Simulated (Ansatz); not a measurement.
in.yaml

```yaml
crystal:
  periodic: [false, false, false]
  atoms:
    - {symbol: C, position_ang: [0.000013, -0.321871, 1.901640]}
    - {symbol: Al, position_ang: [0.000057, -0.032154, -0.025264]}
    - {symbol: S, position_ang: [-0.000027, -0.240077, -4.393318]}
    - {symbol: H, position_ang: [-0.000044, 0.594101, 2.516943]}
basis:
  gaussian: {orbitals: def2-mTZVP}
magnetization: {spin_polarized: true, initial_magnetization: 0}
hamiltonian: {xc: {name: PBE0}}
correlation: {method: ccsd_t, electrons: valence}
```

```sh
$ ansatz run in.yaml --threads 1 --pin off --events-out ev --progress --plain --max-ram 2393MiB
```

Roughly how long does this take on 1 thread of Arm Neoverse V1, shared host, and how much host memory?

89 s wall and 0.21 GiB.

```
594 factors; integrals over basis functions are off by at most 1.1e-3 eV
mean field evaluation 1: about -18447.2919 eV, gradient 5.4e1 eV
mean field evaluation 2: about -18447.3128 eV, gradient 5.4e1 eV
mean field evaluation 4: about -18428.1613 eV, gradient 4.1e1 eV
mean field evaluation 8: about -18467.6807 eV, gradient 2.0e0 eV
mean field evaluation 16: about -18468.1040 eV, gradient 8.7e-2 eV
mean field evaluation 32: about -18470.3090 eV, gradient 7.7e-6 eV
mean field evaluation 64: about -18471.0583 eV, gradient 2.7e-3 eV
mean field evaluation 96: about -18471.0584 eV, gradient 3.1e-3 eV
mean field evaluation 128: about -18471.0583 eV, gradient 3.1e-3 eV
mean field evaluation 160: about -18471.0584 eV, gradient 1.3e-3 eV
mean field evaluation 192: about -18471.0584 eV, gradient 1.0e-2 eV
mean field evaluation 224: about -18471.0584 eV, gradient 3.8e-2 eV
mean field evaluation 256: about -18470.3088 eV, gradient 4.1e-2 eV
mean field -18471.05839059 eV, -678.7988757211 hartree, gradient 9.6e-11 eV, S^2 2.013935; 10 other end points of the search recorded, 0 dependent functions left out
11 core orbitals not correlated: weight in the atoms' cores, before any rotation towards them, 1.000 or more for the frozen orbitals, at most 0.000 for the correlated occupied ones
reference -18442.32310806 eV, -677.7428735657 hartree; 7, 7 occupied and 48, 48 virtual orbitals, 594 factors
second order -6.18251247 eV of doubles, -0.27743810 eV of singles
cycle   1  -7.09206634 eV  change   -6.3e-1 eV  update   8.5e-2
cycle   2  -7.35359535 eV  change   -2.6e-1 eV  update   4.1e-2
cycle   3  -7.47691998 eV  change   -1.2e-1 eV  update   2.1e-2
cycle   4  -7.48822004 eV  change   -1.1e-2 eV  update   1.2e-2
cycle   5  -7.49104956 eV  change   -2.8e-3 eV  update   6.0e-3
cycle   6  -7.49354280 eV  change   -2.5e-3 eV  update   2.9e-3
cycle   7  -7.49437699 eV  change   -8.3e-4 eV  update   1.2e-3
cycle   8  -7.49456461 eV  change   -1.9e-4 eV  update   6.2e-4
cycle   9  -7.49453789 eV  change    2.7e-5 eV  update   3.6e-4
cycle  10  -7.49441952 eV  change    1.2e-4 eV  update   2.0e-4
cycle  11  -7.49443513 eV  change   -1.6e-5 eV  update   1.2e-4
cycle  12  -7.49442047 eV  change    1.5e-5 eV  update   7.7e-5
cycle  13  -7.49444721 eV  change   -2.7e-5 eV  update   4.3e-5
cycle  14  -7.49444770 eV  change   -4.9e-7 eV  update   2.6e-5
cycle  15  -7.49445013 eV  change   -2.4e-6 eV  update   1.5e-5
perturbative correction -0.20863944 eV, -0.0076673581 hartree
Total energy: -18450.02619763 eV, -678.0259568859 hartree
```
